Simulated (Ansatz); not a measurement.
**Benzene (C6H6): how energies converge with the basis set**

One table from this session's results is given with a row withheld; the runs are named, their logs left out.

Program: Ansatz 0.2.0, Gaussian basis. Level of theory: one geometry, several basis sets. These are calculated values, not measurements.

Levels to be run: PBE0-D4/def2-SVP; ωB97M-V/def2-SVP; PBE0-D4/def2-QZVPP; ωB97M-V/def2-QZVPP; the functionals' def2-TZVPP values are taken from earlier runs.

### Structure used throughout

All runs share one geometry, relaxed beforehand with PBE0-D4 in a triple-zeta def2 set.

SMILES `c1ccccc1`, 12 atoms, charge 0, spin multiplicity 1.

Atoms are counted from 1 here; the program's logs count them from 0.

Bond lengths: C1–C2 1.387 Å, C1–C6 1.387 Å, C1–H7 1.084 Å, C2–C3 1.387 Å, C2–H8 1.084 Å, C3–C4 1.387 Å, C3–H9 1.084 Å, C4–C5 1.387 Å, C4–H10 1.084 Å, C5–C6 1.387 Å, C5–H11 1.084 Å, C6–H12 1.084 Å. Angles: C2–C1–C6 120.0°, C2–C1–H7 120.0°, C6–C1–H7 120.0°, C1–C2–C3 120.0°, C1–C2–H8 120.0°, C3–C2–H8 120.0°, C2–C3–C4 120.0°, C2–C3–H9 120.0°, C4–C3–H9 120.0°, C3–C4–C5 120.0°, C3–C4–H10 120.0°, C5–C4–H10 120.0°, C4–C5–C6 120.0°, C4–C5–H11 120.0°, C6–C5–H11 120.0°, C1–C6–C5 120.0°, C1–C6–H12 120.0°, C5–C6–H12 120.0°.

The first run:

in.yaml reads:

```yaml
crystal:
  periodic: [false, false, false]
  atoms:
    - {symbol: C, position_ang: [-0.870064, -0.988192, 0.437589]}
    - {symbol: C, position_ang: [0.374174, -0.845269, 1.034691]}
    - {symbol: C, position_ang: [1.244249, 0.142928, 0.597091]}
    - {symbol: C, position_ang: [0.870077, 0.988186, -0.437610]}
    - {symbol: C, position_ang: [-0.374155, 0.845257, -1.034716]}
    - {symbol: C, position_ang: [-1.244234, -0.142933, -0.597112]}
    - {symbol: H, position_ang: [-1.549934, -1.760354, 0.779579]}
    - {symbol: H, position_ang: [0.666483, -1.505776, 1.843208]}
    - {symbol: H, position_ang: [2.216478, 0.254662, 1.063676]}
    - {symbol: H, position_ang: [1.549927, 1.760373, -0.779583]}
    - {symbol: H, position_ang: [-0.666491, 1.505792, -1.843202]}
    - {symbol: H, position_ang: [-2.216500, -0.254665, -1.063620]}
basis:
  gaussian: {orbitals: def2-SVP}
hamiltonian: {xc: pbe0, dispersion: d4}
output: {orbitals: {seedname: orbitals}}
```

The run is started by

```bash
$ ansatz run in.yaml --threads 4 --pin off --events-out ev --progress --plain --max-ram 10444MiB
```

Steps of the session up to this table: PBE0-D4 in def2-SVP; ωB97M-V in def2-SVP; PBE0-D4 in def2-QZVPP; ωB97M-V in def2-QZVPP.

One of the session's tables, all rows but one given; the rest of the session is left out.

It belongs to the step «Functionals by basis». 

```
functional       basis  HOMO (eV)  LUMO (eV)
   PBE0-D4    def2-SVP      -7.28      -0.04
   PBE0-D4  def2-TZVPP      -7.30      -0.19
   PBE0-D4  def2-QZVPP      -7.32      -0.24
   ωB97M-V    def2-SVP          ?          ?
   ωB97M-V  def2-TZVPP      -9.40       1.84
   ωB97M-V  def2-QZVPP      -9.41       1.75
```

Q: Estimate the row for ωB97M-V, def2-SVP from the others.

The run gave: HOMO (eV): -9.38; LUMO (eV): 2.07. In the column «HOMO (eV)» it lies between ωB97M-V, def2-TZVPP (-9.40) and PBE0-D4, def2-QZVPP (-7.32).
